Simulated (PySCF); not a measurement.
C3H5O (charge -1).
Numbering: `[O-:1][CH:2]1[CH2:3][CH2:4]1`

Probes without a nucleus sit at each ring's centroid and 1 Å off its mean plane on both sides; NICS is minus the shielding there, NICSzz its component along the normal. Level: GIAO PBE0/pcSseg-1 (PySCF, non-relativistic, gas phase) on the GFN2-xTB geometry, one conformer.

Ring bond lengths (Å), with Mayer bond orders in brackets: C2–C3 1.541 (0.84), C3–C4 1.516 (0.96), C4–C2 1.541 (0.84).

Task: Give the NICS values of each ring in ppm.

Result: 
```tsv
ring	type	NICS(0)	NICS(1), two faces	NICS(1)zz, two faces	rms pucker (Å)	centre to ring atoms, mean (Å)
C2–C3–C4	3-membered carbocycle; formal bonds all single	-33.3	-9.4 / -5.8	-20.4 / -12.8	0.00	0.88
```

Task: What do they say, and how far can they be read as aromaticity?

Result: 
- C2–C3–C4: mean NICS(1)zz -16.6 ppm, shielded. C2, C3, C4 have four or more neighbours, and the NICS criterion for π rings isn't applied. The two faces differ by 7.6 ppm, so no symmetry operation interchanges them. NICS(0) lies 26 ppm below the mean NICS(1).

Task: At the first NICS(1) probe listed for ring C2–C3–C4, 1 Å off the ring, what do the in-plane components average?

Result: The isotropic value is a third of the trace: (3 × -9.4 − (-20.4))/2 = -3.9 ppm.

Task: List the ring angles and the Hirshfeld charges of the ring atoms.

Result: 
- C2–C3–C4: C2 58.9° (-0.035 e), C3 60.5° (-0.170 e), C4 60.5° (-0.170 e); sum 180.0° against 180° for a flat convex ring.
